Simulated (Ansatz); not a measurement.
Input for Ansatz (development build ahead of 0.2.0):

```yaml
crystal:
  periodic: [false, false, false]
  atoms:
    - { symbol: "N", position_ang: [0.10563, 0.40921, 0.25594] }
    - { symbol: H, position_ang: [0.15615, 1.33423, -0.26011] }
    - { symbol: O, position_ang: [-0.10409, -0.56038, -0.20485] }
basis:
  gaussian: { orbitals: def2-SVP }
total_charge: 1
magnetization:
  spin_polarized: true
  initial_magnetization: 1
hamiltonian:
  xc: hf
output:
  forces: true
```

The input is written out in the form of the current development build from the run's settings.

The run gave:

```json
{
 "Converged": "yes",
 "Total energy": "-129.34283 hartree",
 "Spin squared of the determinant": "0.776",
 "Stability test": "minimum"
}
```

Forces (eV/Å):
| atom | Fx | Fy | Fz |
| --- | --- | --- | --- |
| N1 | 0.001 | 0.001 | 0.004 |
| H2 | 0.000 | 0.004 | -0.002 |
| O3 | -0.001 | -0.005 | -0.002 |
